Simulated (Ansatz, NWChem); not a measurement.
## Worked example: the enthalpy of formation of NClO (nitrosyl chloride)

The species is NClO (3 atoms), meant as a singlet with charge 0. As SMILES, `O=NCl`. The shape is that of a PBE0-D4/def2-TZVP optimisation.

```xyz
3

O     1.0001   -0.3383    0.5139
N     0.0520   -0.5996   -0.0358
Cl   -1.0521    0.9379   -0.4780
```

Total energies at B3LYP/cc-pVTZ (NWChem 7.3.0); the atoms run unrestricted:

```
species    state  energy (Eh)
   NClO  singlet  -590.175937
      O  triplet   -75.091863
      N  quartet   -54.601781
     Cl  doublet  -460.174664
```

Harmonic wavenumbers at PBE0-D4/def2-TZVP, in cm⁻¹: 352, 638, 1944.

Measured heats of formation of the gaseous atoms at 298.15 K, in kJ/mol: O 249.2, N 472.4, Cl 121.3. Spin-orbit lowering of the atoms at 298 K (mean of the ground term's levels less their thermal mean, from spectra), in kJ/mol: O 0.40, Cl 3.44. Take 1 Eh = 2625.50 kJ/mol, 1 cm⁻¹ = 0.0119627 kJ/mol, RT = 2.479 kJ/mol.

Task: What heat of formation follows?

Result: 
1. Electronic atomisation energy: (-75.091863) + (-54.601781) + (-460.174664) − (-590.175937) = 0.307629 Eh = 807.7 kJ/mol.
2. Zero-point energy: half the sum of the wavenumbers, 1467 cm⁻¹ = 17.5 kJ/mol.
3. Thermal vibrational enthalpy, Σ hcν̃/(exp(hcν̃/kT) − 1): 1.3 kJ/mol. Translation, rotation and pV of a non-linear molecule: 4 RT = 9.9 kJ/mol.
4. The 3 free atoms carry 5/2 RT each: 18.6 kJ/mol.
5. Spin-orbit coupling lowers the free atoms by 0.40 + 3.44 = 3.8 kJ/mol.
6. Atomisation enthalpy at 298 K: 807.7 − 3.8 − 17.5 − 1.3 − 9.9 + 18.6 = 793.8 kJ/mol.
7. Sum of the atoms' heats of formation: 842.9 kJ/mol. Heat of formation: 842.9 − 793.8 = +49.1 kJ/mol.

The tabulated value is +52.5 kJ/mol (Active Thermochemical Tables), so this level is off by -3.4 kJ/mol, or 0.4 % of the atomisation enthalpy that the table implies (790.5 kJ/mol). Anharmonicity and any spin-orbit splitting of the molecule are left out.
